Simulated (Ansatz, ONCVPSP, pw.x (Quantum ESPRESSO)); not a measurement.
## From atom to crystal: ONCV potential for niobium (Nb)

* Element: niobium
* Generator: ONCVPSP 4.0.1.1 (patched build)
* Type: optimised norm-conserving Vanderbilt (ONCV)
* Functional: LDA (Perdew-Wang 92)
* Relativity: scalar-relativistic
* Frozen core: [Ar] 3d10
* Valence charge: 13
* Reference configuration: 4s2 4p6 4d4 5s1
* Partial waves: 4s+5s: rc 2.25 bohr, ncon 4, nbas 8, qcut 4.9 1/bohr, 2 projectors; 4p: rc 2.15 bohr, ncon 4, nbas 9, qcut 6.4 1/bohr, 2 projectors, debl 1.9 Ha; 4d: rc 2.20 bohr, ncon 4, nbas 8, qcut 6.6 1/bohr, 2 projectors, debl 0.9 Ha
* Local potential: polynomial inside 2.05 bohr (lpopt 4, dvloc0 4 Ha)
* Core correction: none

Crystal test: sc Nb in pw.x 7.5, no spin, 12³ k-points, Fermi–Dirac smearing 0.01 Ry, cutoffs 45/180 Ry. The reference is all-electron LAPW (Ansatz 0.2.0) with the same functional, mesh and smearing; V0 and B0 come from Birch–Murnaghan fits to the pressures at five volumes. Errors are pseudo minus all-electron; Δ is the rms difference of the E(V) curves that follow from these fits, minima aligned, over ±6 % about the mean V0. Mesh and smearing are coarse, so the numbers serve the comparison and aren't converged zero-temperature values; the lattice is a test structure that the element need not adopt.

All-electron: a0 = 2.666 Å (V0 = 18.95 Å³/atom), B0 = 150.3 GPa.

How far does the potential miss the all-electron equation of state?

mean pressure error (GPa): +3.38; a0 (Å): 2.684; a0 error (%): +0.67; B0 error (%): +1.6; Δ (meV/atom): 12.8. This is a poor potential for the solid. Atomic configuration tests: 1 of 4 tests not solved or not reliable.

```csv
V (Å³/atom),P all-electron (GPa),P pseudo (GPa)
17.827,10.33,14.57
18.296,5.63,9.38
18.765,1.48,4.81
19.234,-2.19,0.76
19.703,-5.44,-2.81
```

At the middle volume, how do free energy and pressure move when the wave cutoff is lowered (ecutrho kept at four times it)?

| cutoff (Ry) | shift of F (meV/atom) | shift of P (GPa) |
| --- | --- | --- |
| 20 | +2108.0 | -72.28 |
| 27 | +238.3 | -12.41 |
| 36 | +4.6 | -0.51 |

The run at the middle volume (84 k-points, 8 iterations) took about 5 s on one core of a shared host (Intel(R) Xeon(R) 6975P-C, 192 threads, 378 GiB, load 99).
